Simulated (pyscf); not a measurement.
Optimised with ωB97X-D3(BJ)/def2-SVP in PySCF.

**Question.** CH₄ + Cl–ZnH -> H₃C–Zn–Cl + H₂
Surface: singlet. Broken: C–H, C–H, H–Zn. Formed: C–Zn, C–H, H–H. Give ΔE‡ and ΔE from ωB97M-D3(BJ)/def2-TZVP, relative to the separated reactants.

**Answer.** ΔE‡ = 457.8 kJ/mol, ΔE = +41.1 kJ/mol. Zero-point energy shifts the barrier by -17.5 kJ/mol. It is a multi-bond step, with an imaginary mode of 1243i cm⁻¹. From the product side, CH₃• + [Cl–Zn]• + H₂ lies, by one bond made or cut, 98.8 kJ/mol under this saddle at ωB97M-D3(BJ)/def2-TZVP. This saddle turned up in a search for another step; its sides and bond changes are read from the two ends of the descent. The same reactants have a lower exit, to H₃C–ZnH + HCl (barrier +204.3 kJ/mol at ωB97M-D3(BJ)/def2-TZVP, against +457.8 kJ/mol here). Another saddle between the same species, by other bonds, lies lower (239.5 kJ/mol against 457.8 kJ/mol at ωB97M-D3(BJ)/def2-TZVP). Elements up to Kr have no core potential and no relativistic terms here.
